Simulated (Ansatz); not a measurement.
Species: sodium chloride, NaCl, charge 0, multiplicity 1. SMILES: [Cl][Na]
Coordinates optimised at B3LYP-D3(BJ)/def2-TZVP (Ansatz, an electronic-structure program):
```
Na
Cl 1 2.3632
```

Atomisation energy built up term by term with Ansatz (kcal/mol; UHF references for open shells; valence terms freeze the core; atomic spin-orbit terms are left out; no core correlation term is included; no scalar relativity (X2C) term is included). CBS(X,Y): correlation extrapolated as X^-3; Hartree-Fock from the larger set.

```tsv
term	basis	kcal/mol
Hartree-Fock	def2-QZVPPD	69.97
CCSD correlation	CBS(def2-TZVPPD,def2-QZVPPD)	?
(T)	CBS(def2-TZVPPD,def2-QZVPPD)	?
sum: De		?
```

Problem. Complete the blanks.

Solution. 
- CCSD correlation, kcal/mol: 27.37
- (T), kcal/mol: 2.23
- sum: De, kcal/mol: 99.6
